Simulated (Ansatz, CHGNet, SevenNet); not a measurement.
## 2H MoTe₂: properties by level of theory

Reference values: lattice constant a 3.518 Å (measured, 300 K, not corrected to a static lattice; as tabulated in arXiv:1605.07067); lattice parameter c 13.974 Å (measured, 300 K, no zero-point or thermal correction; as tabulated in arXiv:1605.07067).

```csv
level (code),lattice parameter a (Å),c axis length (Å)
CHGNet 0.3.0 (CHGNet),3.552,15.076
SevenNet-l3i5 (SevenNet),3.559,[?]
r²SCAN-D4 (Ansatz),3.546,[?]
HSE06 (Ansatz),3.513,[?]
```

### Question
Fill in the missing entries.

### Answer

- SevenNet-l3i5 (SevenNet), c axis length (Å): 15.237
- r²SCAN-D4 (Ansatz, a first-principles code), c axis length (Å): 14.252
- HSE06 (Ansatz), c axis length (Å): 15.146

Differences from the reference values (errors of the level alone only where the reference is corrected to a static lattice):

```
level          lattice constant a (%)  lattice parameter c (%)
-------------  ----------------------  -----------------------
CHGNet 0.3.0                    +0.97                    +7.89
SevenNet-l3i5                   +1.17                    +9.04
r²SCAN-D4                       +0.80                    +1.99
HSE06                           -0.14                    +8.39
```

Nearest: lattice constant a, not ranked (reference at room or unstated temperature); lattice parameter c, not ranked (reference at room or unstated temperature).

Machine-learned potentials (CHGNet 0.3.0, SevenNet-l3i5) are trained on DFT data, which may include these solids.

Caveats: the cell comes from a level without a dispersion term, which matters for the spacing of layers, chains or molecules (HSE06). Ansatz's density-functional and Hartree–Fock values are scalar-relativistic unless marked +SOC, with PAW data made under PBE.

Differences are worked out from the printed values.

The computed numbers hold no vibrational or temperature effects.
